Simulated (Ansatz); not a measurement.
Energy needed to pull apart CH₆AlB (SMILES [BH2][AlH][CH3]), closed shell, into free ground-state atoms, from the structure below (displaced at random from a GFN2-xTB minimum); no zero-point or spin–orbit terms; open-shell atoms are treated unrestricted, in their ground-state multiplicity.

B1  (-1.140, 1.039, -1.471)
Al2  (0.207, 0.689, 0.097)
C3  (0.649, -1.100, 1.015)
H4  (-1.721, 0.209, -2.097)
H5  (-1.218, 1.894, -1.830)
H6  (0.834, 1.823, 0.858)
H7  (-0.233, -1.946, 0.895)
H8  (1.576, -1.647, 0.690)
H9  (0.801, -1.030, 2.139)
(Å)

Program: Ansatz 0.2.0. Basis: def2-TZVPP. Cores are frozen in the correlated methods.

```
    method  atomization energy (eV)
    PBE-D4                    27.55
 r2SCAN-D4                    27.64
   PBE0-D4                        ?
r2SCANh-D4                    27.56
  BHLYP-D4                    27.28
   wB97M-V                        ?
        HF                    21.02
       MP2                    26.91
      CCSD                    26.67
   CCSD(T)                    26.91
```

(1) What does wB97M-V give? (To be estimated.)

(2) What does PBE0-D4 give? (To be estimated.)

T1 diagnostic: at most 0.010.

Answers

(1) Computed: 27.68 eV, which is about 0.76 eV more than CCSD(T)/def2-TZVPP.

(2) By the calculation: 27.43 eV, which is about 0.52 eV more than CCSD(T)/def2-TZVPP.

In triple zeta the MP2 and coupled-cluster atomization energies are still short of their basis limit by a few kcal/mol a bond, whereas those of the functionals are nearly converged, so these differences are not deviations from converged CCSD(T).

For scale, one of the runs: CCSD(T)/def2-TZVPP forces, 188 basis functions (an equivalent command: `ansatz run in.yaml --threads 4`). Time: 89 s of wall clock on 4 CPU threads; the host was shared. Peak host memory: 3.8 GiB.
